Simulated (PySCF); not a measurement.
chloromethane (CH3Cl), SMILES CCl. Heavy atoms are numbered as in [CH3:1][Cl:2]. Hydrogens are named by the atom that carries them.

Geometry optimised at ωB97X-D3(BJ)/def2-TZVP.

Calculation: PySCF with HF/pcSseg-2.

GIAO shieldings, no solvent; atoms alike by connectivity are averaged. δ = σ(ref) − σ: ¹³C against TMS (σ = 193.3 ppm); ³⁵Cl against HCl (σ = 947.2 ppm); ¹H against TMS (σ = 31.98 ppm), references at their B3LYP-D3(BJ)/def2-TZVP geometries, non-relativistic (without spin–orbit terms, shifts of atoms bonded to Cl or Br come out too high).

```csv
atoms,nucleus,count,δ (ppm)
C1 (CH3),¹³C,1,(withheld)
Cl2,³⁵Cl,1,-31.4
H on C1,¹H,3,3.07
```

Q: Fill in the missing entries. (The exact figures need the calculation; the answer reports its results.)

A: 
- C1 (CH3), δ (ppm): 29.5
